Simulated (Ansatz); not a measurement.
The input, for Ansatz 0.2.0:

```yaml
crystal:
  periodic: [false, false, false]
  atoms:
    - {symbol: H, position_ang: [0.000000, 0.000000, -0.882333]}
    - {symbol: H, position_ang: [0.000000, 0.000000, 0.052667]}
    - {symbol: H, position_ang: [0.000000, 0.000000, 0.829667]}
basis:
  gaussian: {orbitals: cc-pVTZ-DK}
magnetization: {spin_polarized: true, initial_magnetization: 1}
hamiltonian: {xc: hf}
output: {orbitals: {seedname: orbitals}}
```

```sh
$ ansatz run in.yaml --threads 1 --pin off --events-out ev --progress --plain --max-ram 2393MiB
```

Output:

```
180 factors; their error is unknown
mean field evaluation 1: about -43.1508 eV, gradient 5.8e0 eV
mean field evaluation 2: about -43.4843 eV, gradient 2.3e0 eV
mean field evaluation 4: about -43.5582 eV, gradient 1.5e-1 eV
mean field evaluation 8: about -43.5575 eV, gradient 1.9e-4 eV
mean field -43.55750880 eV, -1.6007089241 hartree, gradient 1.5e-5 eV, S^2 0.772577; 0 other end points of the search recorded, 0 dependent functions left out
reference -43.55750880 eV, -1.6007089241 hartree; 2, 1 occupied and 40, 41 virtual orbitals, 180 factors
Total energy: -43.55750880 eV, -1.6007089241 hartree
Relativity: scalar
```

Ran on 1 thread of Arm Neoverse V2, shared host: 0.06 s wall, 0.23 GiB peak host memory.
